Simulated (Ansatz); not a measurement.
## Chalcopyrite CuGaSe2

Level of theory: PBE (Ansatz, an electronic-structure program, PAW).

Run with plane-wave cutoff 500 eV, 10×10×10 k mesh, Fermi–Dirac smearing 0.05 eV, no spin polarisation, scalar-relativistic PAW data made under PBE.

Cell: relaxed at this level.

| Quantity | Result |
|---|---|
| equilibrium volume per atom | 22.64 Å³/atom |
| lattice parameter a | 5.671 Å |
| lattice parameter c | 11.262 Å |

Measured, for comparison: lattice constant a 5.619 Å (293 K, no zero-point or thermal correction, our sources range from 5.596 to 5.619; as tabulated in Souilah et al., J. Solid State Chem. 183, 2274 (2010), by the Crystallography …); lattice parameter c 11.026 Å (293 K, no zero-point or thermal correction; as tabulated in Souilah et al., J. Solid State Chem. 183, 2274 (2010), by the Crystallography …). Computed (rounded) less measured: lattice constant a +0.9 % (+0.9 % to +1.3 % over the range), lattice parameter c +2.1 %.

Static lattice: no zero-point or thermal effects.
